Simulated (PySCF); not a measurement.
Compound: C4H7F.
Z-matrix (Å and degrees, PBE0-D3(BJ)/def2-SVP geometry), rows numbered from 1:
```
C 
C   1  1.4912
C   2  1.3341  1  125.06
C   3  1.4846  2  128.11  1   179.60
F   3  1.3458  2  119.86  1    -0.24
H   1  1.0982  2  111.19  3     1.72
H   1  1.1025  2  111.27  3   122.44
H   1  1.1030  2  111.23  3  -118.79
H   2  1.0936  1  118.56  3   179.85
H   4  1.1019  3  110.41  2   122.42
H   4  1.0972  3  111.04  2     1.55
H   4  1.1022  3  110.49  2  -119.30
```

A calculation gives these core lines: C 1s: 290.23 (area 1), 290.79 (area 1), 291.19 (area 1), 292.48 (area 1) eV; F 1s: 692.65 eV.

Theory: PySCF 2.14.0, delta-SCF UKS SCAN, pcX-2 on the ionised atom, pcseg-1 elsewhere, spin-free X2C. Isolated species at its PBE0-D3(BJ)/def2-SVP geometry, gas phase.

(1) Assign the C 1s lines to atoms.

Results:

(1) 290.23 eV: C2 (alkene CH carbon); 290.79 eV: C1 (allylic carbon); 291.19 eV: C4 (allylic carbon); 292.48 eV: C3 (vinylic C–F carbon). Lowest listed C 1s: C2, bonded to C (double bond), C and H. Highest, 2.25 eV above it: C3, bonded to F, C (double bond) and C. Summing the Pauling electronegativity differences to the bonded atoms, each weighted by its formal bond order, gives -0.35 for the lowest site and +1.43 for the highest; no listed site has a larger sum than the highest. The smallest sum, -1.05, belongs to C1, 0.56 eV above the lowest.

Bonded neighbours of each site: C1: C and 3 H; C2: C (double bond), C and H; C3: F, C (double bond) and C; C4: C and 3 H; F5: C.

**Question.** Which effective nuclear charge Zeff reproduces each element's mean 1s value in the hydrogen-like formula E = 13.606 eV × Zeff²?

**Answer.** C (Z = 6): mean 291.2 eV, Zeff = 4.63, Z − Zeff = 1.37; F (Z = 9): mean 692.7 eV, Zeff = 7.14, Z − Zeff = 1.86. Means run over the listed sites, weighted by atom count.
